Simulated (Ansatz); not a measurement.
Single points on MgCl2.

```yaml
crystal:
  periodic: [false, false, false]
  atoms:
    - {symbol: Mg, position_ang: [-0.005885, -0.003393, -0.000099]}
    - {symbol: Cl, position_ang: [-0.013563, -0.018562, 2.168131]}
    - {symbol: Cl, position_ang: [0.019437, 0.021955, -2.168042]}
basis:
  gaussian: {orbitals: STO-3G}
hamiltonian: {xc: hf}
scf: {omitted_lower_state_checks: [starts]}
output: {orbitals: {seedname: orbitals}}
```

The file start.molden holds the orbitals of an earlier run on this structure, at another level or in another basis.

```sh
$ ansatz run in.yaml --threads 4 --pin off --events-out ev --progress --plain --max-ram 3916MiB
```

It prints (some lines left out):

```
Functional definition: HF
268 factors; integrals over basis functions are off by at most 1.8e-4 eV
mean field evaluation 1: about -30107.8969 eV, gradient 1.9e1 eV
mean field evaluation 2: about -30107.9958 eV, gradient 2.0e1 eV
mean field evaluation 4: about -30109.4833 eV, gradient 4.4e-1 eV
mean field evaluation 8: about -30109.4925 eV, gradient 2.9e-5 eV
mean field -30109.49251331 eV, -1106.5034409171 hartree, gradient 9.0e-5 eV, S^2 0.000000; 0 other end points of the search recorded, 0 dependent functions left out
reference -30109.49251331 eV, -1106.5034409171 hartree; 23, 23 occupied and 4, 4 virtual orbitals, 268 factors
Total energy: -30109.49251331 eV, -1106.5034409171 hartree
Checks for a lower state left out: starts
```

The first input with `gaussian: {orbitals: def2-TZVP, initial_orbitals: start.molden}`, `correlation: {method: mp2}` and without the key `hamiltonian` (abridged; 0.3 s):

```
Functional definition: HF
mean field -30444.09828777 eV, -1118.7999763245 hartree, gradient 3.0e-6 eV, S^2 0.000000
11 core orbitals not correlated: weight in the atoms' cores, before any rotation towards them, 1.000 or more for the frozen orbitals, at most 0.000 for the correlated occupied ones
second order -15.24291114 eV of doubles, -0.00000000 eV of singles
Total energy: -30459.34119890 eV, -1119.3601429767 hartree
Checks for a lower state left out: starts
```

First input, but with `gaussian: {orbitals: 6-31G}`, `hamiltonian: {xc: {name: B3LYP}, dispersion: d4}` (abridged; 0.35 s):

```
Functional definition: B3LYP
mean field -30492.78159296 eV, -1120.5890547917 hartree, gradient 7.7e-6 eV, S^2 0.000000
Total energy: -30492.86581272 eV, -1120.5921498105 hartree
Checks for a lower state left out: starts
```

As the first input, with `gaussian: {orbitals: def2-TZVPD, initial_orbitals: start.molden}`, `hamiltonian: {xc: r2scan, dispersion: d4}` (abridged; 1.4 s):

```
Functional definition: r2SCAN
mean field -30492.41666185 eV, -1120.5756438207 hartree, gradient 7.4e-6 eV, S^2 0.000000
Total energy: -30492.42863229 eV, -1120.5760837261 hartree
Checks for a lower state left out: starts
```

The first input with `gaussian: {orbitals: def2-TZVPD, initial_orbitals: start.molden}`, `correlation: {method: ccsd_t}` and without the key `hamiltonian` (abridged; 2.1 s):

```
Functional definition: HF
mean field -30444.12889183 eV, -1118.8011010032 hartree, gradient 2.5e-6 eV, S^2 0.000000
11 core orbitals not correlated: weight in the atoms' cores, before any rotation towards them, 1.000 or more for the frozen orbitals, at most 0.000 for the correlated occupied ones
second order -15.35198066 eV of doubles, -0.00000000 eV of singles
cycle   1  -16.13254823 eV  change   -7.8e-1 eV  update   5.7e-2
cycle   2  -16.37686734 eV  change   -2.4e-1 eV  update   1.6e-2
cycle   3  -16.40808417 eV  change   -3.1e-2 eV  update   7.0e-3
cycle   4  -16.40349260 eV  change    4.6e-3 eV  update   2.1e-3
cycle   5  -16.40287808 eV  change    6.1e-4 eV  update   7.1e-4
cycle   6  -16.40291595 eV  change   -3.8e-5 eV  update   2.0e-4
cycle   7  -16.40291516 eV  change    7.9e-7 eV  update   5.7e-5
cycle   8  -16.40292737 eV  change   -1.2e-5 eV  update   1.8e-5
perturbative correction -0.52484815 eV, -0.0192878137 hartree
Total energy: -30461.05666735 eV, -1119.4231852794 hartree
Checks for a lower state left out: starts
```

First input, but with `gaussian: {orbitals: def2-TZVP, initial_orbitals: start.molden}`, `hamiltonian: {xc: {name: r2SCAN0}, dispersion: d4}` (abridged; 1.3 s):

```
Functional definition: r2SCAN0
mean field -30492.08401742 eV, -1120.5634193634 hartree, gradient 2.0e-5 eV, S^2 0.000000
Total energy: -30492.09908384 eV, -1120.5639730439 hartree
Checks for a lower state left out: starts
```

As the first input, with `gaussian: {orbitals: def2-TZVP, initial_orbitals: start.molden}`, `hamiltonian: {xc: {name: LC-wPBE, parameters: {omega: 0.3/bohr}}}` (abridged; 0.66 s):

```
Functional definition: LC-wPBE
mean field -30484.82777748 eV, -1120.2967574638 hartree, gradient 2.0e-5 eV, S^2 0.000000
Total energy: -30484.82777749 eV, -1120.2967574642 hartree
Checks for a lower state left out: starts
```

Geometry: PBE0-D4/def2-TZVP.

B3LYP takes the VWN-RPA correlation. Correlated methods freeze 11 core orbitals; core or outer-core shells of Mg are correlated, in sets that lack core-valence functions.
